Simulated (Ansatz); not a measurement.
Ansatz input

```yaml
crystal:
  lattice:
    - [3.2611219489, 0.0, 0.0]
    - [-1.6305609744, 2.8242144526, 0.0]
    - [0.0, 0.0, 5.2001248126]
  atoms:
    - { symbol: Zr, position: [0.3333333333, 0.6666666667, 0.25], spin: 1.0 }
    - { symbol: Zr, position: [0.6666666667, 0.3333333333, 0.75], spin: 1.0 }
hamiltonian:
  xc: rpbe
  pseudopotentials:
    kind: paw
    azcp:
      Zr: "pseudopotentials/Zr.paw.azcp"
basis:
  ecutwfc: 420
  fft_grid_basis: typed
kpoints:
  mp_grid: { grid: [18, 18, 10], shift: [0, 0, 0] }
magnetization:
  spin_polarized: true
scf:
  occupations: { method: fermi_dirac, width: 0.05 }
```

Output

```
Engine: ansatz 0.2.0, aarch64-unknown-linux-gnu
Pseudopotentials: kind: paw
Pseudopotential: Zr, paw, valence charge 12, recommended cutoff 420 eV (normal) 
Functional definition: RPBE
  parameter kappa = 0.804
  parameter beta = 0.06672455060314922
  exchange = rpbe_x(kappa = kappa, mu = beta*pi^2/3)
  correlation = pbe_c(beta = beta)
Crystal: 2 atoms, lattice volume = 47.894 Å³
Basis set: ecut = 420 eV, 965 PW (Γ)
Bands: 17, of which v1, the nominal top of the filled ones, is band 12 counted from 1 (11 counted from 0)
Symmetry: 24 space group operations
Space group: P63/mmc (ITA 194), of the structure as read, at distance tolerance 3.6e-5 Å
Magnetic group: BNS 194.263 (UNI 1493), of the structure as read, at distance tolerance 3.6e-5 Å
k-points: 222 of 3240
Non-local potential: Zr, projectors of the file, l = 0: 3, l = 1: 2, l = 2: 2, l = 3: 2
PAW form: soft (Blöchl's): semilocal exchange-correlation on the pseudo side does not see the compensation charge
PAW frozen core: Zr, regenerated for the run's functional, and the local potential with it (the file was generated under x = pbe(κ = 0.804, μ = 0.2195149727645171), c = pbe(β = 0.06672455060314922))
PAW one-centre angular grid: Zr, 590 points (default); XC on 64 Gauss nodes
Initial density: superposition of atomic densities (chi_scale 0.1, normalization cell)
Starting moments: Σ|m| = 2 μB on 2 of 2 sites
Initial wavefunctions: pseudopotential atomic-orbital guess
Functional: x = rpbe, c = pbe(β = 0.06672455060314922)
iter 1 solved again at ethr=2.31e-3 eV; its pass at ethr=3.10e-3 eV (dr2=5.55e-1 eV) is discarded
SCF iter   1: F=—  HF=-8381.586297 eV  |F-HF|=—  |Δ(HF+E_count)|=         —  Δρ=3.34e-2 (↑3.34e-2 ↓1.96e-2)  dr2=5.53e-1  dr2_m=2.33e-1  M=0.338 μB ∫|m|=0.338 μB  β_m=0.30  ethr=2.31e-3  ⟨swp⟩=1.0  Hψ=42744  notcnv=0
Mixer restart at iter 1: flushing history
spin=Collinear: Kerker preconditioning applied to the charge; magnetization (m = ρ↑ − ρ↓) channel mixes plain (no charge-response kernel on spin).
SCF iter   2: F=—  HF=-8381.451287 eV  |F-HF|=—  |Δ(HF+E_count)|=   1.35e-1  Δρ=2.47e-2 (↑2.47e-2 ↓1.47e-2)  dr2=3.24e-1  dr2_m=1.25e-1  M=0.267 μB ∫|m|=0.267 μB  β_m=0.65  ethr=2.31e-3  ⟨swp⟩=1.5  Hψ=8417  notcnv=0
SCF iter   3: F=—  HF=-8381.342088 eV  |F-HF|=—  |Δ(HF+E_count)|=   1.09e-1  Δρ=2.09e-3 (↑2.09e-3 ↓1.57e-3)  dr2=3.83e-3  dr2_m=1.85e-4  M=0.026 μB ∫|m|=0.027 μB  β_m=0.82  ethr=1.35e-3  ⟨swp⟩=2.6  Hψ=14185  notcnv=0
SCF iter   4: F=—  HF=-8381.342951 eV  |F-HF|=—  |Δ(HF+E_count)|=   8.63e-4  Δρ=4.03e-4 (↑2.97e-4 ↓4.03e-4)  dr2=2.17e-4  dr2_m=8.20e-6  M=0.007 μB ∫|m|=0.007 μB  β_m=0.87  ethr=1.60e-5  ⟨swp⟩=2.6  Hψ=12089  notcnv=0
SCF iter   5: F=—  HF=-8381.342992 eV  |F-HF|=—  |Δ(HF+E_count)|=   4.13e-5  Δρ=1.09e-4 (↑7.00e-5 ↓1.09e-4)  dr2=1.23e-5  dr2_m=1.06e-6  M=0.001 μB ∫|m|=0.002 μB  β_m=0.94  ethr=9.05e-7  ⟨swp⟩=1.6  Hψ=8757  notcnv=0
SCF iter   6: F=—  HF=-8381.342998 eV  |F-HF|=—  |Δ(HF+E_count)|=   6.27e-6  Δρ=1.48e-5 (↑1.21e-5 ↓1.48e-5)  dr2=1.93e-7  dr2_m=3.89e-8  M=0.000 μB ∫|m|=0.000 μB  β_m=0.97  ethr=5.14e-8  ⟨swp⟩=2.4  Hψ=10649  notcnv=0
SCF iter   7: F=—  HF=-8381.342999 eV  |F-HF|=—  |Δ(HF+E_count)|=   2.06e-7  Δρ=2.47e-6 (↑1.75e-6 ↓2.47e-6)  dr2=2.99e-9  dr2_m=1.20e-9  M=0.000 μB ∫|m|=0.000 μB  β_m=0.98  ethr=8.06e-10  ⟨swp⟩=2.4  Hψ=12560  notcnv=0
SCF iter   8: F=—  HF=-8381.342999 eV  |F-HF|=—  |Δ(HF+E_count)|=   7.02e-9  Δρ=5.08e-7 (↑3.65e-7 ↓5.08e-7)  dr2=8.62e-11  dr2_m=6.35e-11  M=0.000 μB ∫|m|=0.000 μB  β_m=0.99  ethr=1.25e-11  ⟨swp⟩=2.0  Hψ=12804  notcnv=0
SCF iter   9: F=-8381.342999 eV  HF=-8381.342999 eV  |F-HF|=9.09e-12  |Δ(HF+E_count)|=  3.57e-10  Δρ=9.00e-8 (↑9.00e-8 ↓8.78e-8)  dr2=2.43e-12  dr2_m=2.40e-12  M=0.000 μB ∫|m|=0.000 μB  ethr=1.00e-12  ⟨swp⟩=1.0  Hψ=21395  notcnv=0
SCF 1 converged in 9 iterations: F = -8381.342999 eV  dr2 = 2.43e-12
WARN: the starting moments were not kept: the SCF closed with an absolute magnetisation of 4.5e-6 μB, where they sum to 2 μB in size (2 sites). That is at most 0.1 of that sum. Measured as dr2_m measures the in/out step, that magnetisation stands 1.4e-12 eV from none, at or under the dr2_threshold of 1.0e-7 eV: it is no larger than a step whose dr2_m would equal this threshold. The system may hold no moment; this SCF shows only that its start led to no more than that. To try another start: raise the starting moments (crystal.atoms[].spin, magnetization.per_species, magnetization.initial_magnetization, or on a non-collinear deck that types none of these the spinor_matrix: blocks that start its atoms; where the total moment is fixed, keep their sum and leave initial_magnetization as it is; typed ones take the place of any that the run laid by itself, positive ones on a crystal's lanthanoids without a Hubbard term where scf.initial_density.shell_occupations: [] is typed) or, if the notice of its spin-set hold's release reads "site moments contracting" or "site moments show no strong build", lengthen the hold (scf.mixing.spin_hold: { on: { confirm: 4 } }; for m-r²SCAN on two components see the key's manual first). Each may lead to a state that holds a moment. A second SCF, from the converged charge density, with the starting moments and any scf.initial_density.shell_occupations laid on it anew, would have followed, and was not run: the deck does not ask for one (magnetization.retry_lost_moments is false, the default). To let it run, set magnetization.retry_lost_moments: true and run the deck again, where that key's refused combinations let it; where memory then withholds it, that run's warning says so.
SCF converged after 9 iterations
Magnetization: 0.0000 μB (12.0000 up, 12.0000 down)
Absolute magnetization: 0.0000 μB (∫|ρ↑−ρ↓|, with the PAW one-centre terms)
Spin contamination: 0.0000 ħ² per cell (⟨S²⟩ above its minimum at these occupations)
Per-site moments (μB) at R_I (Å): [(5.173657058852584e-7, 1.32420188458978), (5.173657057936163e-7, 1.32420188458978)]
Free energy (F): -8381.342999 eV
Harris-Foulkes:  -8381.342999 eV  (|F-HF|=9.09e-12)
Internal energy: -8381.326133 eV  (E = F + TS)
E sigma→0 (E₀):  -8381.334566 eV
Entropy (-TS):   -0.016866 eV (-8.433 meV/atom)
Fermi energy:    13.643945 eV
--- Per-component energies (eV) ---
  E_band       = -203.658041
  E_kinetic    = 663.656682
  E_local      = -1278.195530  (includes V_loc(G=0)·N_el)
  E_nonlocal   = 159.098668
  E_hartree    = 395.869306
  E_xc         = -322.955224
  E_vxc        = -380.534832  (∫ρ·V_xc dr)
  E_paw        = -5921.106975  (= ΣΔE_a)
  E_vpaw       = -159.421684  (= ΣTr[D̂ρ^β])
  E_aug_tail   = 0.000049  (compensation charges beyond the density's cutoff)
  E_ewald      = -2077.537854
  E_core_change = -0.155255  (= ΣΔE_core)
  E_smearing   = -0.016866  (= −TS)
  E_closure    = 0.000000  (closes the sum)
  Σ components = -8381.342999   (vs F -8381.342999, Δ=0.00e0)
```
